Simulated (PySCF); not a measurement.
## How the method moves the HOMO and LUMO of `C[C@@H](F)[C@@H]1CO1`

Compound: C₄H₇FO.
Z-matrix (Å and degrees, PBE0-D3(BJ)/def2-SVP geometry), rows numbered from 1:
```
C 
C   1  1.5079
F   2  1.3813  1  109.45
C   2  1.5058  1  112.78  3   120.26
C   4  1.4605  2  121.32  1   148.66
O   4  1.4084  2  115.46  1    80.93
H   1  1.1009  2  110.27  3   -59.83
H   1  1.0991  2  110.66  3    60.19
H   1  1.1002  2  109.87  3  -179.67
H   2  1.1049  1  110.28  3  -118.76
H   4  1.1004  2  114.73  1   -57.06
H   5  1.0978  4  119.44  6   103.99
H   5  1.0972  4  119.49  6  -103.92
```

Basis pcSseg-1 throughout (PySCF), one geometry. The structure is a single PBE0-D3(BJ)/def2-SVP conformer in the gas phase; no vibrational or solvent corrections.

How do the orbital energies, the gap and the dipole change with the method?

```tsv
method	kind	HOMO (eV)	LUMO (eV)	gap (eV)	μ (D)	SCF cycles
BLYP	GGA	-6.26	0.88	7.14	0.20	15
OPBE	GGA	-6.33	1.00	7.34	0.18	15
PBE	GGA	-6.36	0.85	7.21	0.19	15
B97-D	GGA	-6.41	0.96	7.37	0.20	15
BP86	GGA	-6.48	0.83	7.31	0.20	15
LDA	LDA	-6.51	0.62	7.12	0.20	15
KT2	GGA	-6.56	0.79	7.34	0.20	16
KT3	GGA	-6.56	0.75	7.30	0.19	16
B97-2	global hybrid	-7.80	1.78	9.58	0.22	14
B3LYP	global hybrid	-7.81	1.42	9.23	0.23	14
PBE0	global hybrid	-8.09	1.77	9.86	0.22	14
mPW1PW91	global hybrid	-8.14	1.77	9.91	0.22	14
CAM-B3LYP	range-separated hybrid	-9.55	2.60	12.15	0.24	13
BHandHLYP	global hybrid	-9.75	2.43	12.18	0.26	12
wB97X-D	range-separated hybrid	-10.04	3.62	13.66	0.24	14
LC-wPBE	range-separated hybrid	-10.88	3.95	14.83	0.25	13
HF	Hartree–Fock	-12.26	4.60	16.85	0.32	10
```

The HOMO spans 6.00 eV, from BLYP down to HF, and the gap runs from 7.12 eV (LDA) to 16.85 eV (HF). Over the methods BLYP (0 %), OPBE (0 %), PBE (0 %), B97-D (0 %), BP86 (0 %), LDA (0 %), KT2 (0 %), KT3 (0 %), B97-2 (21 %), B3LYP (20 %), PBE0 (25 %), mPW1PW91 (25 %), BHandHLYP (50 %), HF (100 %), a straight line through the gap against the share of exact exchange rises by 0.97 eV for each 10 % (correlation coefficient 0.999). The dipole ranges from 0.18 D (OPBE) to 0.32 D (HF). This basis has no diffuse functions.
